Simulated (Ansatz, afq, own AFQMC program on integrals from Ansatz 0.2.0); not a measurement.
AlH, triplet in cc-pVTZ, levels against full CI

```xyz
2

Al    0.0000    0.0000    0.0000
H     0.0000    0.0000    2.9700
```

Basis cc-pVTZ. Noble-gas cores (and the filled d shells of Ga–Kr and In–Xe) are frozen. AFQMC by an in-house program on the Cholesky factors that Ansatz 0.2.0 writes for its CCSD(T) run. The CISD trial takes its coefficients from CCSD amplitudes. Released means that phaseless walkers are propagated on without the constraint, phases kept. Error bars are statistical, one sigma.

Determinant: UHF, the one that the program's search chose, which needn't be the lowest solution. The geometry is a point of a scan.

Full CI on the same integrals is exact in this basis and with this determinant's frozen core.

Cautions: lower spins were not checked.

The T1 diagnostic is 0.0200. The weight of the determinant in the CISD state is 0.928 and the ⟨S²⟩ of the determinant is 2.029. The size of the correlated space is 4 electrons in 43 orbitals.

Reference: full CI, correlation energy -1.477 eV. The released energy is read at 2.40 1/Eh (meV from the phaseless value at times in 1/Eh: -1.7 ± 0.6 at 0.24, -2.2 ± 0.6 at 0.51, -3.0 ± 0.6 at 0.99, -4.9 ± 0.5 at 1.62, -5.3 ± 0.4 at 2.40).

```
         level  E − E(reference) (mEh)  share of correlation (%)
            HF                   54.28                      0.00
           MP2                   17.46                     67.83
          CCSD                    1.82                     96.64
       CCSD(T)                    0.54                     99.01
         CCSDT                    0.01                     99.98
      CCSDT(Q)                    0.00                    100.00
   ph-AFQMC/HF             3.42 ± 0.44                     93.70
 ph-AFQMC/CISD             0.25 ± 0.03                     99.54
released AFQMC             0.06 ± 0.02                     99.90
```

CCSDT and higher add their correlation energy to the determinant of the CCSD(T) run, since their own runs factorise the integrals more tightly (a shift of under 2 meV). A walk keeps the symmetry of its determinant, which the program's search chose and which needn't be the lowest solution, so a lower state of the same spin and another symmetry isn't excluded. Released energies are given only where the last usable release times agree within the noise; a slower fall can still hide under it.
